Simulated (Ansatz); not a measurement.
Predict the output of the script below (the Ansatz DFT code, driven from Python).

The script, `ch4bn_relaxed_scan.py`:
```python
"""One bond of CH4BN held at set lengths while the rest relaxes."""

import ansatz as az
import numpy as np


def main() -> None:
    system = (
        az.Crystal.molecule()
        .atom("B", (-0.9645, 0.2307, -0.638))
        .atom("N", (-0.1342, -0.7374, 0.045))
        .atom("C", (0.9264, -0.3976, 0.6248))
        .atom("H", (-1.9314, -0.07, -1.1848))
        .atom("H", (-0.7202, 1.4147, -0.687))
        .atom("H", (1.5596, -1.1443, 1.1231))
        .atom("H", (1.3255, 0.636, 0.6712))
    )

    job = (
        system.calculation()
        .basis(gaussian="def2-SVP")
        .functional("PBE0", dispersion="d4")
    )
    symbols = [site.symbol for site in system.cartesian_sites]
    pairs = [(0, 1), (0, 3), (0, 4), (1, 2), (2, 5), (2, 6)]
    print("held (A)   E (eV)        ", "  ".join(f"{symbols[i]}{i}-{symbols[j]}{j}" for i, j in pairs))
    for length in [1.02, 1.11, 1.2, 1.33, 1.5]:
        r = job.relax(constraints=[az.DistanceConstraint((2, 6), at=length)], force_tolerance=0.02, max_steps=60).run().report
        xyz = np.array(r["positions_ang"])
        print(f"{length:6.2f} {r['free_energy_ev']:14.5f}  ", "  ".join(f"{np.linalg.norm(xyz[i] - xyz[j]):.3f}" for i, j in pairs))


if __name__ == "__main__":
    main()
```

```console
$ python ch4bn_relaxed_scan.py
held (A)   E (eV)         B0-N1  B0-H3  B0-H4  N1-C2  C2-H5  C2-H6
DeckWarning: relax.constraints: the input's atoms, or those drawn, lie off the distances that are held; a relaxation that starts there is brought onto them ahead of its first SCF, by positions alone, an atom by 4.45e-2 Å at the most. With the symmetry [...]
  1.02    -3261.55146   1.355  1.210  1.210  1.248  1.104  1.020
  1.11    -3261.68768   1.356  1.210  1.210  1.245  1.104  1.110
  1.20    -3261.56305   1.357  1.209  1.209  1.242  1.104  1.200
  1.33    -3261.13967   1.360  1.209  1.209  1.237  1.102  1.330
  1.50    -3260.42485   1.364  1.208  1.208  1.229  1.101  1.500
```
(Warnings from the package without file and line, shortened, repeats left out.)

These settings explore the input space; basis and method may be short of convergence. The energies are electronic: no zero-point or thermal terms, and the basis set is short of its limit. It ran for 2.9 min on 1 thread of Arm Neoverse V1, on a shared host, peak memory 0.21 GiB.
